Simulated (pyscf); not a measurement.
SbH₃ + HS–SbH₂ -> H₂Sb–S–SbH₂ + H₂, a four-centre exchange (singlet surface; H–Sb, H–S broken, S–Sb, H–H formed). PySCF, gas phase, ωB97X-D3(BJ)/def2-SVP geometries. Energies in kcal/mol from the separated reactants.

AM1 to PM7: differences of heats of formation from MOPAC, which are fitted to 298 K values and so differ in kind from electronic energies by zero-point and thermal terms. 

Q: Quick PM6 single points give ΔE‡ = 32.2 kcal/mol and ΔE = -43.9 kcal/mol. What does ωB97M-D3(BJ)/def2-TZVP give, and how far is the quick result from it?

A: ωB97M-D3(BJ)/def2-TZVP gives ΔE‡ = 47.6 kcal/mol and ΔE = -4.6 kcal/mol. PM6 lies 15.4 kcal/mol under it in the barrier and 39.2 kcal/mol under it in the reaction energy, so on this step it does not hold to within 3.0 kcal/mol. ωB97M-D3(BJ)/def2-TZVP has limits of its own. On the reactant side the descent ends in a complex, 5.1 kcal/mol under the separated species and 47.7 kcal/mol under the saddle at ωB97X-D3(BJ)/def2-TZVP. At ωB97X-D3(BJ)/def2-TZVP the barrier from the zero used here is 42.6 kcal/mol. One saddle was located; it need not be the lowest between these sides. In the def2 sets elements past Kr carry core potentials, without spin-orbit coupling.
